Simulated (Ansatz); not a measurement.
Input for Ansatz (development build ahead of 0.2.0):

```yaml
crystal:
  periodic: [false, false, false]
  atoms:
    - { symbol: B, position_ang: [0.0, 0.0, -0.74694] }
    - { symbol: F, position_ang: [0.0, 0.0, 0.41496] }
basis:
  gaussian: { orbitals: def2-TZVP }
hamiltonian:
  xc: hf
correlation:
  method: mp2
  frozen_orbitals: { B: 1, F: 1 }
```

The input is written out in the form of the current development build from the run's settings.

Output:

| Quantity | Value |
| --- | --- |
| Converged | yes |
| Reference energy | -124.15260 hartree |
| Correlation energy | -0.31557 hartree |
| Total energy | -124.46817 hartree |
| Spin squared of the determinant | 0.000 |
